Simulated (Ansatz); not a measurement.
**C4H4N2: how energies converge with the basis set**

The task here is to estimate one member of a computed series from the others.

Computed with Ansatz 0.2.0, Gaussian basis. Level: one geometry, several basis sets.

The runs, in order: PBE0-D4/def2-SVP; ωB97M-V/def2-SVP; PBE0-D4/def2-QZVPP; ωB97M-V/def2-QZVPP; the functionals' def2-TZVPP values are taken from earlier runs.

## The geometry

An earlier PBE0-D4 in a triple-zeta def2 set relaxation fixed the geometry.

SMILES `c1cncnc1`, 10 atoms, charge 0, spin multiplicity 1.

Atoms are counted from 1 here; the program's logs count them from 0.

Bond lengths: C1–C2 1.384 Å, C1–C6 1.384 Å, C1–H7 1.083 Å, C2–N3 1.328 Å, C2–H8 1.087 Å, N3–C4 1.327 Å, C4–N5 1.327 Å, C4–H9 1.087 Å, N5–C6 1.328 Å, C6–H10 1.087 Å. Angles: C2–C1–C6 116.4°, C2–C1–H7 121.8°, C6–C1–H7 121.8°, C1–C2–N3 122.3°, C1–C2–H8 121.1°, N3–C2–H8 116.6°, C2–N3–C4 115.9°, N3–C4–N5 127.1°, N3–C4–H9 116.4°, N5–C4–H9 116.4°, C4–N5–C6 115.9°, C1–C6–N5 122.3°, C1–C6–H10 121.1°, N5–C6–H10 116.6°.

Set-up of the first run:

The input, in.yaml:

```yaml
crystal:
  periodic: [false, false, false]
  atoms:
    - {symbol: C, position_ang: [0.712578, -0.360766, -0.804824]}
    - {symbol: C, position_ang: [-0.140176, -1.228163, -0.144025]}
    - {symbol: N, position_ang: [-0.978632, -0.816555, 0.800055]}
    - {symbol: C, position_ang: [-0.951301, 0.481638, 1.074510]}
    - {symbol: N, position_ang: [-0.181540, 1.403950, 0.510432]}
    - {symbol: C, position_ang: [0.649105, 0.970504, -0.430774]}
    - {symbol: H, position_ang: [1.392894, -0.705208, -1.573281]}
    - {symbol: H, position_ang: [-0.153391, -2.289488, -0.377761]}
    - {symbol: H, position_ang: [-1.634300, 0.827424, 1.845888]}
    - {symbol: H, position_ang: [1.284764, 1.716673, -0.900228]}
basis:
  gaussian: {orbitals: def2-SVP}
hamiltonian: {xc: pbe0, dispersion: d4}
output: {orbitals: {seedname: orbitals}}
```

On the command line:

```
$ ansatz run in.yaml --threads 4 --pin off --events-out ev --progress --plain --max-ram 10444MiB
```

Steps of the session up to this table: PBE0-D4 in def2-SVP; ωB97M-V in def2-SVP; PBE0-D4 in def2-QZVPP; ωB97M-V in def2-QZVPP.

One table of the session follows, with a row left open; its other results are not shown here.

It belongs to the step «Functionals by basis». 

| functional | basis | HOMO (eV) |
| --- | --- | --- |
| PBE0-D4 | def2-SVP | -7.33 |
| PBE0-D4 | def2-TZVPP | -7.44 |
| PBE0-D4 | def2-QZVPP | ? |
| ωB97M-V | def2-SVP | -9.71 |
| ωB97M-V | def2-TZVPP | -9.84 |
| ωB97M-V | def2-QZVPP | -9.87 |

**Question.** Estimate the row for PBE0-D4, def2-QZVPP.

The run gave: HOMO (eV): -7.47. In the column «HOMO (eV)» it lies between ωB97M-V, def2-SVP (-9.71) and PBE0-D4, def2-TZVPP (-7.44).
